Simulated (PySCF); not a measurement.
C2H6S, SMILES C(C)S (connectivity only; charge and spin as stated), charge +1, multiplicity 2.

The structure is a stationary point at TPSSh-D3(BJ)/def2-TZVP. A frequency run showed that this geometry is not a minimum. The multiplicity is an assumed one; other spin states were not compared. The values are those of a single conformer.

Level of theory: PBE/def2-TZVPD in PySCF.

Gas-phase values at a fixed geometry.

Computed frontier levels, dipole moment and polarisability:
| Item | Value |
|---|---|
| α spin, highest occupied and lowest empty level | -13.80 and -7.16 eV |
| β spin, highest occupied and lowest empty level | -14.24 and -12.38 eV |
| dipole moment about the centre of nuclear charge | 0.42 D |
| mean static polarisability | 43.5 bohr³ (6.44 Å³) |
| polarisability, principal values | 33.4, 39.6, 57.3 bohr³ |
| ⟨S²⟩ | 0.754 (pure state 0.75) |
